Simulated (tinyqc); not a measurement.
RHF in the sto-6g basis, for CH3+, spin multiplicity 1, step by step (part 1 of 2). Computed by tinyqc, a small Python program that keeps every step (integrals from PySCF). Settings: charge = 1, multiplicity = 1, basis = sto-6g, energy threshold = 1e-08, iteration cap = 89, orthogonalisation = symmetric, start = random, DIIS depth = 8, method = RHF. Command: `OMP_NUM_THREADS=1 python tinyqc.py 24463 24464 out.jsonl` (the two numbers bound the seeds that draw the settings). One thread of a shared host (Intel(R) Xeon(R) Processor @ 2.60GHz), about 0.1 s of CPU time with the checks. Later iterations appear only in the table of the cycle.

## One-electron integrals

Geometry (angstrom):

| atom | x | y | z |
|---|---|---|---|
| C | 0.00000 | 0.00000 | 0.01200 |
| H | 1.11800 | 0.00000 | 0.00000 |
| H | -0.55900 | 0.96900 | 0.00000 |
| H | -0.55900 | -0.96900 | 0.00000 |

Basis sto-6g: exponents (1/bohr^2) and contraction coefficients of normalised primitives:

| element | l (shell) | exponent | coefficient |
|---|---|---|---|
| C | s (1) | 742.73705 | 0.00916 |
| C | s (1) | 136.18002 | 0.04936 |
| C | s (1) | 38.09826 | 0.16854 |
| C | s (1) | 13.08778 | 0.37056 |
| C | s (1) | 5.08237 | 0.41649 |
| C | s (1) | 2.09320 | 0.13033 |
| C | s (2) | 30.49724 | -0.01325 |
| C | s (2) | 6.03620 | -0.04699 |
| C | s (2) | 1.87605 | -0.03379 |
| C | s (2) | 0.72178 | 0.25024 |
| C | s (2) | 0.31347 | 0.59512 |
| C | s (2) | 0.14369 | 0.24071 |
| C | p (3) | 30.49724 | 0.00376 |
| C | p (3) | 6.03620 | 0.03768 |
| C | p (3) | 1.87605 | 0.17390 |
| C | p (3) | 0.72178 | 0.41804 |
| C | p (3) | 0.31347 | 0.42586 |
| C | p (3) | 0.14369 | 0.10171 |
| H | s (1) | 35.52322 | 0.00916 |
| H | s (1) | 6.51314 | 0.04936 |
| H | s (1) | 1.82214 | 0.16854 |
| H | s (1) | 0.62596 | 0.37056 |
| H | s (1) | 0.24308 | 0.41649 |
| H | s (1) | 0.10011 | 0.13033 |

Overlap, kinetic and nuclear-attraction integrals over the contracted functions; the nuclear repulsion is the sum of Za Zb / Rab.

nuclear repulsion = 9.3354029 hartree

overlap S, lower triangle:
```
          1C 1s    1C 2s    1C 2px    1C 2py    1C 2pz    2H 1s    3H 1s    4H 1s
1C 1s   1.00000
1C 2s   0.24323  1.00000
1C 2px  0.00000  0.00000   1.00000
1C 2py  0.00000  0.00000   0.00000   1.00000
1C 2pz  0.00000  0.00000   0.00000   0.00000   1.00000
2H 1s   0.06054  0.47535   0.45753   0.00000  -0.00491  1.00000
3H 1s   0.06045  0.47496  -0.22851   0.39611  -0.00491  0.13259  1.00000
4H 1s   0.06045  0.47496  -0.22851  -0.39611  -0.00491  0.13259  0.13234  1.00000
```

kinetic energy T (hartree), lower triangle:
```
           1C 1s    1C 2s    1C 2px    1C 2py    1C 2pz     2H 1s     3H 1s    4H 1s
1C 1s   16.06864
1C 2s   -0.49279  0.49241
1C 2px   0.00000  0.00000   1.47923
1C 2py   0.00000  0.00000   0.00000   1.47923
1C 2pz   0.00000  0.00000   0.00000   0.00000   1.47923
2H 1s   -0.00817  0.09766   0.24498   0.00000  -0.00263   0.76852
3H 1s   -0.00818  0.09744  -0.12223   0.21187  -0.00262  -0.01091   0.76852
4H 1s   -0.00818  0.09744  -0.12223  -0.21187  -0.00262  -0.01091  -0.01093  0.76852
```

nuclear attraction V (hartree), lower triangle:
```
            1C 1s     1C 2s    1C 2px    1C 2py    1C 2pz     2H 1s     3H 1s     4H 1s
1C 1s   -35.42728
1C 2s    -3.96364  -6.54429
1C 2px   -0.00003  -0.00025  -6.60463
1C 2py    0.00000   0.00000   0.00000  -6.60464
1C 2pz    0.00055   0.00536   0.00000   0.00000  -6.42295
2H 1s    -1.10914  -2.62863  -2.35065   0.00000   0.02647  -4.57095
3H 1s    -1.10739  -2.62588   1.17360  -2.03450   0.02643  -0.67092  -4.56924
4H 1s    -1.10739  -2.62588   1.17360   2.03450   0.02643  -0.67092  -0.66963  -4.56924
```

core Hamiltonian H = T + V (hartree), lower triangle:
```
            1C 1s     1C 2s    1C 2px    1C 2py    1C 2pz     2H 1s     3H 1s     4H 1s
1C 1s   -19.35864
1C 2s    -4.45643  -6.05188
1C 2px   -0.00003  -0.00025  -5.12540
1C 2py    0.00000   0.00000   0.00000  -5.12540
1C 2pz    0.00055   0.00536   0.00000   0.00000  -4.94371
2H 1s    -1.11731  -2.53097  -2.10567   0.00000   0.02384  -3.80243
3H 1s    -1.11558  -2.52844   1.05138  -1.82263   0.02380  -0.68184  -3.80072
4H 1s    -1.11558  -2.52844   1.05138   1.82263   0.02380  -0.68184  -0.68057  -3.80072
```

## Two-electron integrals

Functions are numbered as in S; the eight-fold symmetry (ij|kl) = (ji|kl) = (kl|ij) leaves the list below.

Two-electron integrals (ij|kl) in chemists' order, unique and non-zero (hartree):
```
(11|11) 3.54374     (21|11) 0.52946     (21|21) 0.10032     (22|11) 0.85360
(22|21) 0.19993     (22|22) 0.62484     (31|31) 0.02127     (32|31) 0.03187
(32|32) 0.13811     (33|11) 0.85360     (33|21) 0.19993     (33|22) 0.62484
(33|33) 0.67322     (41|41) 0.02127     (42|41) 0.03187     (42|42) 0.13811
(43|43) 0.03628     (44|11) 0.85360     (44|21) 0.19993     (44|22) 0.62484
(44|33) 0.60066     (44|44) 0.67322     (51|51) 0.02127     (52|51) 0.03187
(52|52) 0.13811     (53|53) 0.03628     (54|54) 0.03628     (55|11) 0.85360
(55|21) 0.19993     (55|22) 0.62484     (55|33) 0.60066     (55|44) 0.60066
(55|55) 0.67322     (61|11) 0.13917     (61|21) 0.02537     (61|22) 0.04968
(61|31) 0.00166     (61|32) 0.00320     (61|33) 0.05006     (61|44) 0.04949
(61|51) -1.78e-05   (61|52) -3.44e-05   (61|53) -6.07e-06   (61|55) 0.04949
(61|61) 0.00660     (62|11) 0.31819     (62|21) 0.07555     (62|22) 0.25820
(62|31) 0.00767     (62|32) 0.05018     (62|33) 0.27016     (62|44) 0.25222
(62|51) -0.00008    (62|52) -0.00054    (62|53) -0.00019    (62|55) 0.25223
(62|61) 0.01969     (62|62) 0.13837     (63|11) 0.26759     (63|21) 0.06446
(63|22) 0.23330     (63|31) 0.01396     (63|32) 0.08380     (63|33) 0.25671
(63|44) 0.22160     (63|51) -0.00006    (63|52) -0.00045    (63|53) -0.00027
(63|55) 0.22160     (63|61) 0.01765     (63|62) 0.14859     (63|63) 0.17397
(64|41) 0.00829     (64|42) 0.04185     (64|43) 0.00991     (64|54) -0.00011
(64|64) 0.01734     (65|11) -0.00287    (65|21) -0.00069    (65|22) -0.00250
(65|31) -0.00006    (65|32) -0.00045    (65|33) -0.00254    (65|44) -0.00238
(65|51) 0.00829     (65|52) 0.04185     (65|53) 0.00991     (65|55) -0.00259
(65|61) -0.00019    (65|62) -0.00159    (65|63) -0.00168    (65|65) 0.01736
(66|11) 0.46356     (66|21) 0.11223     (66|22) 0.43370     (66|31) 0.01473
(66|32) 0.12708     (66|33) 0.47962     (66|44) 0.41074     (66|51) -0.00016
(66|52) -0.00136    (66|53) -0.00074    (66|55) 0.41075     (66|61) 0.02980
(66|62) 0.29077     (66|63) 0.34557     (66|65) -0.00371    (66|66) 0.77500
(71|11) 0.13895     (71|21) 0.02533     (71|22) 0.04960     (71|31) -0.00083
(71|32) -0.00160    (71|33) 0.04956     (71|41) 0.00144     (71|42) 0.00277
(71|43) -0.00024    (71|44) 0.04984     (71|51) -1.78e-05   (71|52) -3.43e-05
(71|53) 3.02e-06    (71|54) -5.24e-06   (71|55) 0.04942     (71|61) 0.00637
(71|62) 0.01833     (71|63) 0.01525     (71|64) 0.00069     (71|65) -0.00018
(71|66) 0.02703     (71|71) 0.00658     (72|11) 0.31785     (72|21) 0.07547
(72|22) 0.25795     (72|31) -0.00383    (72|32) -0.02505    (72|33) 0.25645
(72|41) 0.00663     (72|42) 0.04343     (72|43) -0.00776    (72|44) 0.26543
(72|51) -0.00008    (72|52) -0.00054    (72|53) 0.00010     (72|54) -0.00017
(72|55) 0.25198     (72|61) 0.01834     (72|62) 0.09923     (72|63) 0.08331
(72|64) 0.01176     (72|65) -0.00111    (72|66) 0.16310     (72|71) 0.01963
(72|72) 0.13813     (73|11) -0.13361    (73|21) -0.03218    (73|22) -0.11650
(73|31) 0.00970     (73|32) 0.05227     (73|33) -0.12245    (73|41) -0.00245
(73|42) -0.01815    (73|43) 0.01188     (73|44) -0.11638    (73|51) 3.04e-05
(73|52) 0.00022     (73|53) -0.00015    (73|54) 0.00007     (73|55) -0.11065
(73|61) -0.00703    (73|62) -0.03145    (73|63) -0.01592    (73|64) -0.00271
(73|65) 0.00035     (73|66) -0.04182    (73|71) -0.00880    (73|72) -0.07414
(73|73) 0.05637     (74|11) 0.23160     (74|21) 0.05579     (74|22) 0.20194
(74|31) -0.00245    (74|32) -0.01815    (74|33) 0.19512     (74|41) 0.01253
(74|42) 0.07326     (74|43) -0.01068    (74|44) 0.21889     (74|51) -0.00005
(74|52) -0.00039    (74|53) 0.00007     (74|54) -0.00023    (74|55) 0.19181
(74|61) 0.01356     (74|62) 0.07806     (74|63) 0.06515     (74|64) 0.02011
(74|65) -0.00086    (74|66) 0.12870     (74|71) 0.01525     (74|72) 0.12851
(74|73) -0.06771    (74|74) 0.13468     (75|11) -0.00287    (75|21) -0.00069
(75|22) -0.00250    (75|31) 3.04e-05    (75|32) 0.00022     (75|33) -0.00242
(75|41) -0.00005    (75|42) -0.00039    (75|43) 0.00007     (75|44) -0.00250
(75|51) 0.00828     (75|52) 0.04180     (75|53) -0.00495    (75|54) 0.00858
(75|55) -0.00259    (75|61) -0.00018    (75|62) -0.00111    (75|63) -0.00091
(75|64) -0.00013    (75|65) 0.01164     (75|66) -0.00194    (75|71) -0.00019
(75|72) -0.00159    (75|73) 0.00084     (75|74) -0.00145    (75|75) 0.01732
(76|11) 0.08001     (76|21) 0.01904     (76|22) 0.06704     (76|31) 0.00081
(76|32) 0.00558     (76|33) 0.06763     (76|41) 0.00140     (76|42) 0.00966
(76|43) 0.00041     (76|44) 0.06811     (76|51) -3.48e-05   (76|52) -0.00024
(76|53) -3.20e-05   (76|54) -0.00006    (76|55) 0.06536     (76|61) 0.00483
(76|62) 0.03206     (76|63) 0.03186     (76|64) 0.00345     (76|65) -0.00041
(76|66) 0.06272     (76|71) 0.00482     (76|72) 0.03203     (76|73) -0.01292
(76|74) 0.02931     (76|75) -0.00041    (76|76) 0.00905     (77|11) 0.46330
(77|21) 0.11216     (77|22) 0.43352     (77|31) -0.00735    (77|32) -0.06347
(77|33) 0.42776     (77|41) 0.01275     (77|42) 0.11002     (77|43) -0.02980
(77|44) 0.46222     (77|51) -0.00016    (77|52) -0.00136    (77|53) 0.00037
(77|54) -0.00064    (77|55) 0.41057     (77|61) 0.02706     (77|62) 0.16319
(77|63) 0.13241     (77|64) 0.02811     (77|65) -0.00194    (77|66) 0.27202
(77|71) 0.02974     (77|72) 0.29048     (77|73) -0.17255    (77|74) 0.29910
(77|75) -0.00370    (77|76) 0.06272     (77|77) 0.77500     (81|11) 0.13895
(81|21) 0.02533     (81|22) 0.04960     (81|31) -0.00083    (81|32) -0.00160
(81|33) 0.04956     (81|41) -0.00144    (81|42) -0.00277    (81|43) 0.00024
(81|44) 0.04984     (81|51) -1.78e-05   (81|52) -3.43e-05   (81|53) 3.02e-06
(81|54) 5.24e-06    (81|55) 0.04942     (81|61) 0.00637     (81|62) 0.01833
(81|63) 0.01525     (81|64) -0.00069    (81|65) -0.00018    (81|66) 0.02703
(81|71) 0.00636     (81|72) 0.01831     (81|73) -0.00821    (81|74) 0.01285
(81|75) -0.00018    (81|76) 0.00456     (81|77) 0.02702     (81|81) 0.00658
(82|11) 0.31785     (82|21) 0.07547     (82|22) 0.25795     (82|31) -0.00383
(82|32) -0.02505    (82|33) 0.25645     (82|41) -0.00663    (82|42) -0.04343
(82|43) 0.00776     (82|44) 0.26543     (82|51) -0.00008    (82|52) -0.00054
(82|53) 0.00010     (82|54) 0.00017     (82|55) 0.25198     (82|61) 0.01834
(82|62) 0.09923     (82|63) 0.08331     (82|64) -0.01176    (82|65) -0.00111
(82|66) 0.16310     (82|71) 0.01831     (82|72) 0.09912     (82|73) -0.05176
(82|74) 0.06623     (82|75) -0.00111    (82|76) 0.02452     (82|77) 0.16300
(82|81) 0.01963     (82|82) 0.13813     (83|11) -0.13361    (83|21) -0.03218
(83|22) -0.11650    (83|31) 0.00970     (83|32) 0.05227     (83|33) -0.12245
(83|41) 0.00245     (83|42) 0.01815     (83|43) -0.01188    (83|44) -0.11638
(83|51) 3.04e-05    (83|52) 0.00022     (83|53) -0.00015    (83|54) -0.00007
(83|55) -0.11065    (83|61) -0.00703    (83|62) -0.03145    (83|63) -0.01592
(83|64) 0.00271     (83|65) 0.00035     (83|66) -0.04182    (83|71) -0.00821
(83|72) -0.05176    (83|73) 0.03805     (83|74) -0.03388    (83|75) 0.00057
(83|76) -0.00982    (83|77) -0.09039    (83|81) -0.00880    (83|82) -0.07414
(83|83) 0.05637     (84|11) -0.23160    (84|21) -0.05579    (84|22) -0.20194
(84|31) 0.00245     (84|32) 0.01815     (84|33) -0.19512    (84|41) 0.01253
(84|42) 0.07326     (84|43) -0.01068    (84|44) -0.21889    (84|51) 0.00005
(84|52) 0.00039     (84|53) -0.00007    (84|54) -0.00023    (84|55) -0.19181
(84|61) -0.01356    (84|62) -0.07806    (84|63) -0.06515    (84|64) 0.02011
(84|65) 0.00086     (84|66) -0.12870    (84|71) -0.01285    (84|72) -0.06623
(84|73) 0.03388     (84|74) -0.03396    (84|75) 0.00073     (84|76) -0.01703
(84|77) -0.10057    (84|81) -0.01525    (84|82) -0.12851    (84|83) 0.06771
(84|84) 0.13468     (85|11) -0.00287    (85|21) -0.00069    (85|22) -0.00250
(85|31) 3.04e-05    (85|32) 0.00022     (85|33) -0.00242    (85|41) 0.00005
(85|42) 0.00039     (85|43) -0.00007    (85|44) -0.00250    (85|51) 0.00828
(85|52) 0.04180     (85|53) -0.00495    (85|54) -0.00858    (85|55) -0.00259
(85|61) -0.00018    (85|62) -0.00111    (85|63) -0.00091    (85|64) 0.00013
(85|65) 0.01164     (85|66) -0.00194    (85|71) -0.00018    (85|72) -0.00111
(85|73) 0.00057     (85|74) -0.00073    (85|75) 0.01162     (85|76) -0.00030
(85|77) -0.00194    (85|81) -0.00019    (85|82) -0.00159    (85|83) 0.00084
(85|84) 0.00145     (85|85) 0.01732     (86|11) 0.08001     (86|21) 0.01904
(86|22) 0.06704     (86|31) 0.00081     (86|32) 0.00558     (86|33) 0.06763
(86|41) -0.00140    (86|42) -0.00966    (86|43) -0.00041    (86|44) 0.06811
(86|51) -3.48e-05   (86|52) -0.00024    (86|53) -3.20e-05   (86|54) 0.00006
(86|55) 0.06536     (86|61) 0.00483     (86|62) 0.03206     (86|63) 0.03186
(86|64) -0.00345    (86|65) -0.00041    (86|66) 0.06272     (86|71) 0.00456
(86|72) 0.02452     (86|73) -0.00982    (86|74) 0.01703     (86|75) -0.00030
(86|76) 0.00723     (86|77) 0.03980     (86|81) 0.00482     (86|82) 0.03203
(86|83) -0.01292    (86|84) -0.02931    (86|85) -0.00041    (86|86) 0.00905
(87|11) 0.07986     (87|21) 0.01900     (87|22) 0.06691     (87|31) -0.00162
(87|32) -0.01113    (87|33) 0.06821     (87|44) 0.06727     (87|51) -3.47e-05
(87|52) -0.00024    (87|53) 0.00006     (87|55) 0.06524     (87|61) 0.00456
(87|62) 0.02450     (87|63) 0.01963     (87|65) -0.00030    (87|66) 0.03975
(87|71) 0.00481     (87|72) 0.03197     (87|73) -0.01886    (87|74) 0.02580
(87|75) -0.00040    (87|76) 0.00722     (87|77) 0.06259     (87|81) 0.00481
(87|82) 0.03197     (87|83) -0.01886    (87|84) -0.02580    (87|85) -0.00040
(87|86) 0.00722     (87|87) 0.00901     (88|11) 0.46330     (88|21) 0.11216
(88|22) 0.43352     (88|31) -0.00735    (88|32) -0.06347    (88|33) 0.42776
(88|41) -0.01275    (88|42) -0.11002    (88|43) 0.02980     (88|44) 0.46222
(88|51) -0.00016    (88|52) -0.00136    (88|53) 0.00037     (88|54) 0.00064
(88|55) 0.41057     (88|61) 0.02706     (88|62) 0.16319     (88|63) 0.13241
(88|64) -0.02811    (88|65) -0.00194    (88|66) 0.27202     (88|71) 0.02702
(88|72) 0.16300     (88|73) -0.09039    (88|74) 0.10057     (88|75) -0.00194
(88|76) 0.03980     (88|77) 0.27186     (88|81) 0.02974     (88|82) 0.29048
(88|83) -0.17255    (88|84) -0.29910    (88|85) -0.00370    (88|86) 0.06272
(88|87) 0.06259     (88|88) 0.77500
```

## Orthogonalisation

S = U s U^T; symmetric (Loewdin) form X = U s^(-1/2) U^T, so that X^T S X = 1.

eigenvalues of S: 0.27900  0.36960  0.36975  0.96420  1.00016  1.49773  1.49790  2.02166

X, lower triangle:
```
           1C 1s     1C 2s    1C 2px    1C 2py   1C 2pz     2H 1s     3H 1s    4H 1s
1C 1s    1.02663
1C 2s   -0.15873   1.40073
1C 2px  -0.00002   0.00033   1.18232
1C 2py   0.00000   0.00000   0.00000   1.18227
1C 2pz   0.00033  -0.00382   0.00000   0.00000  1.00004
2H 1s    0.02239  -0.32599  -0.33577   0.00000  0.00331   1.24916
3H 1s    0.02238  -0.32548   0.16761  -0.29053  0.00331  -0.03068   1.24865
4H 1s    0.02238  -0.32548   0.16761   0.29053  0.00331  -0.03068  -0.03069  1.24865
```

## Starting guess

The start is random orthonormal orbitals; D = 2 C_occ C_occ^T.

D at the start, lower triangle:
```
           1C 1s     1C 2s    1C 2px    1C 2py    1C 2pz    2H 1s     3H 1s    4H 1s
1C 1s    1.73164
1C 2s   -0.30362   2.17496
1C 2px   0.07001  -0.61765   1.14193
1C 2py  -0.42450  -0.17134   0.14729   0.77627
1C 2pz  -0.20796   0.96314   0.20294  -0.64039   1.29035
2H 1s    0.62907  -0.94093   0.28754   0.02383  -0.50484  0.56430
3H 1s    0.43273  -1.10620  -0.45179  -0.67890  -0.26402  0.46347   1.81258
4H 1s   -0.15315  -0.05891   0.28635   1.10727  -0.91409  0.11420  -1.21451  1.77509
```

## Iteration 1: building the Fock matrix

J_ij = sum D_kl (ij|kl), K_ij = sum D_kl (ik|jl); F = H + J - 0.5 K; E = tr D H + tr D J / 2 - 0.25 tr D K + E_nn.

Coulomb J (hartree), lower triangle:
```
           1C 1s     1C 2s    1C 2px    1C 2py   1C 2pz    2H 1s    3H 1s    4H 1s
1C 1s   10.52626
1C 2s    1.95261   4.89852
1C 2px  -0.03991  -0.22593   4.92764
1C 2py  -0.02505  -0.06019  -0.00030   4.89389
1C 2pz   0.02450   0.10994   0.01686  -0.03534  4.87404
2H 1s    0.49440   1.92620   1.67282  -0.01680  0.01713  3.19229
3H 1s    0.49780   2.06116  -1.01242   1.60346  0.00116  0.51092  3.67143
4H 1s    0.50153   2.08958  -1.02085  -1.65508  0.01550  0.51755  0.54753  3.72159
```

exchange K (hartree), lower triangle:
```
           1C 1s     1C 2s    1C 2px    1C 2py    1C 2pz     2H 1s    3H 1s    4H 1s
1C 1s    6.26281
1C 2s    1.25848   1.23604
1C 2px   0.04207  -0.45105   1.24100
1C 2py  -0.30030  -0.24249  -0.05339   0.52330
1C 2pz  -0.05741   0.19332   0.14855  -0.27860   1.13761
2H 1s    0.50525   0.29935   0.34749  -0.07607   0.00655   0.47375
3H 1s    0.33677   0.43782  -0.56531   0.23835  -0.10913  -0.01536  0.95423
4H 1s    0.39981   0.70116  -0.41266  -0.32904  -0.08014   0.10772  0.11352  1.04540
```

Fock matrix F (hartree), lower triangle:
```
            1C 1s     1C 2s    1C 2px    1C 2py    1C 2pz     2H 1s     3H 1s     4H 1s
1C 1s   -11.96379
1C 2s    -3.13306  -1.77138
1C 2px   -0.06098  -0.00065  -0.81826
1C 2py    0.12510   0.06105   0.02639  -0.49316
1C 2pz    0.05375   0.01864  -0.05741   0.10396  -0.63848
2H 1s    -0.87553  -0.75445  -0.60659   0.02123   0.03769  -0.84701
3H 1s    -0.78616  -0.68619   0.32161  -0.33835   0.07953  -0.16323  -0.60640
4H 1s    -0.81396  -0.78944   0.23686   0.33207   0.07938  -0.21815  -0.18980  -0.60184
```

total energy of this density = -34.2126826 hartree

## Iteration 1: diagonalisation and new density

Diagonalise F' = X^T F X, C = X C', fill 4 alpha and 4 beta electrons from the bottom; D = 2 C_occ C_occ^T. Each column has its largest component positive (the first on a tie).

F' = X^T F X (hartree), lower triangle:
```
           1         2         3         4         5         6         7         8
1  -11.73243
2   -1.56659  -0.94400
3   -0.04859   0.00622  -0.53805
4    0.13696   0.03543   0.00370  -0.29870
5    0.05649  -0.04534  -0.05384   0.12276  -0.63734
6   -0.23342  -0.24710  -0.41450  -0.00081   0.05330  -0.47505
7   -0.18982  -0.26064   0.26304  -0.25329   0.04851  -0.04311  -0.25001
8   -0.13759  -0.38397   0.17276   0.22712   0.10892  -0.05174   0.03298  -0.21004
```

orbital energies (hartree): MO1 -11.97103, MO2 -1.04247, MO3 -0.97869, MO4 -0.72061, MO5 -0.56960, MO6 -0.09243, MO7 0.10053, MO8 0.18867

coefficients C:
```
             MO1       MO2       MO3       MO4       MO5       MO6       MO7       MO8
1C 1s    0.99427  -0.24469   0.03393  -0.03903  -0.02716   0.12836   0.05572   0.09607
1C 2s    0.02288   0.82983  -0.18671   0.27988   0.13419  -0.95181  -0.29278  -0.70241
1C 2px   0.00313   0.03810   0.63954  -0.05372   0.01593  -0.62697  -0.28569   0.82370
1C 2py  -0.01477  -0.01030  -0.06074  -0.43375   0.37435  -0.42239   1.02649   0.04668
1C 2pz  -0.00459  -0.04336   0.15579   0.78494   0.54501   0.12959   0.19103   0.08660
2H 1s    0.00260   0.18645   0.42925  -0.29784   0.02018   1.08207   0.35834  -0.41760
3H 1s    0.00241  -0.00878  -0.21199  -0.22144   0.40043   0.55440  -0.75731   0.80292
4H 1s   -0.00759   0.17555  -0.08832   0.01877  -0.43000   0.06829   0.84437   0.91565
```

D after iteration 1, lower triangle:
```
           1C 1s     1C 2s    1C 2px    1C 2py    1C 2pz     2H 1s    3H 1s    4H 1s
1C 1s    2.10223
1C 2s   -0.39512   1.60466
1C 2px   0.03518  -0.20550   0.82672
1C 2py   0.00541  -0.23789  -0.03196   0.38431
1C 2pz  -0.03861   0.30902   0.11159  -0.69883   1.28461
2H 1s   -0.03370  -0.01744   0.59527   0.20231  -0.35002   0.61546
3H 1s    0.01199  -0.05926  -0.24802   0.21796  -0.41295  -0.05335  0.18812
4H 1s   -0.10848   0.33450  -0.10166  -0.00894  -0.01321  -0.02158  0.02602  0.07806
```
